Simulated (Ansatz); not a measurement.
A made-up structure of AlBNH₂, doublet:

B1  (-0.541, -0.442, -0.158)
N2  (0.415, 0.491, 0.082)
Al3  (1.357, -0.916, 0.913)
H4  (-1.610, -0.602, -0.652)
H5  (-1.625, -0.070, -0.263)
(Å)

It is relaxed with PBE-D4/def2-SVP and then PBE0-D4/def2-TZVP (Ansatz 0.2.0). Atoms count as bonded within 1.22 times the sum of their covalent radii (H–H: 0.88 Å). The end point is not checked to be a true minimum.

(1) Does its bonding change? (A judgement: the text doesn't fix the answer.)

Answers

(1) By the calculation: Yes. Formed: none; broken: B1–Al3, H4–H5.

Where it ends: The first stage lowers the energy by 4.11 eV in 14 steps. It ends as AlBNH₂ ([BH2][N][Al]):
```xyz
5
angstrom
B -0.9974 -0.2315 -0.2741
N 0.2361 -0.2486 0.2677
Al 1.8771 -0.6212 0.9697
H -1.5569 -1.2580 -0.5794
H -1.5626 0.8201 -0.4623
```

Labels in which every atom is bracketed show which atoms are joined, not bond orders.

For scale, one of the runs: PBE0-D4/def2-TZVP relaxation, 111 basis functions, launched by `ansatz run in.yaml --threads 2 --pin off --events-out ev --progress --plain --max-ram 4352MiB`. The run took about 27 s on 2 CPU threads of an Arm Neoverse V1 (shared host).
